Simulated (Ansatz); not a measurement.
C$_{4}$H$_{6}$, quintet, at a GFN2-xTB geometry of the parent state (a higher spin typed on purpose: for a closed-shell molecule this is an excited state); B3LYP/6-31G in Ansatz (a program for electronic structure).

Input for Ansatz:
Ansatz 0.2 input:
```yaml
crystal:
  periodic: [false, false, false]
  atoms:
    - {symbol: C, position_ang: [0.00350171, 0.00681221, 2.04717461]}
    - {symbol: C, position_ang: [0.00102454, 0.00199315, 0.59897157]}
    - {symbol: C, position_ang: [-0.00102454, -0.00199315, -0.59897157]}
    - {symbol: C, position_ang: [-0.00350171, -0.00681221, -2.04717461]}
    - {symbol: H, position_ang: [-0.01660974, 1.03166869, 2.41791685]}
    - {symbol: H, position_ang: [-0.87195983, -0.52171478, 2.42454899]}
    - {symbol: H, position_ang: [0.90099445, -0.48578258, 2.42139677]}
    - {symbol: H, position_ang: [-0.02489300, 1.01555447, -2.42465823]}
    - {symbol: H, position_ang: [0.89271120, -0.50189680, -2.42117830]}
    - {symbol: H, position_ang: [-0.88024308, -0.53782899, -2.41802609]}
basis:
  gaussian:
    orbitals: 6-31G
hamiltonian:
  xc: b3lyp
magnetization: {spin_polarized: true, initial_magnetization: 4}
```

The log (banner, timings and long lists left out):

```
Functional definition: B3LYP
700 factors; integrals over basis functions are off by at most 1.8e-4 eV
mean field evaluation 1: about -4225.9693 eV, gradient 3.1e1 eV
mean field evaluation 2: about -4225.4158 eV, gradient 3.2e1 eV
mean field evaluation 4: about -4231.4047 eV, gradient 2.1e0 eV
mean field evaluation 8: about -4231.6473 eV, gradient 7.1e-2 eV
mean field evaluation 16: about -4231.6473 eV, gradient 8.4e-5 eV
mean field -4231.64732264 eV, -155.5101707934 hartree, gradient 3.8e-5 eV, S^2 6.018104; 0 other end points of the search recorded, 0 dependent functions left out
reference -4231.64754891 eV, -155.5101791086 hartree; 17, 13 occupied and 31, 35 virtual orbitals, 700 factors
Total energy: -4231.64754891 eV, -155.5101791086 hartree
```
